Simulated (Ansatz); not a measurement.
**Rhenium, hcp: convergence with the plane-wave cutoff**

Computed with Ansatz, PBE, scalar-relativistic PAW, on the relaxed cell (a = 2.777 Å, c = 4.479 Å (c/a = 1.613); spin not included). Errors count from a run at 420 eV on a Γ-centred 21×21×12 mesh with Fermi-Dirac smearing of 0.1 eV, extrapolated to zero width. Fixed here: mesh 13×13×7, Fermi-Dirac width 0.1 eV. The pressure holds a Pulay correction and is unreliable far below the recommended cutoff. The SCF starts from atomic densities corrected by a trained network.

```tsv
cutoff (eV)	E(σ→0) error (meV/atom)	P (GPa)	SCF iterations
150	27341.9	-110.40	6
200	6795.8	16.69	6
250	996.1	8.71	6
300	114.1	-0.34	6
350	11.0	-0.02	6
420	0.3	-0.01	6
500	-2.5	-0.03	6
600	-3.0	-0.03	6
800	-3.3	-0.03	6
```

Within 5 meV/atom of the last row: from 420 eV on.
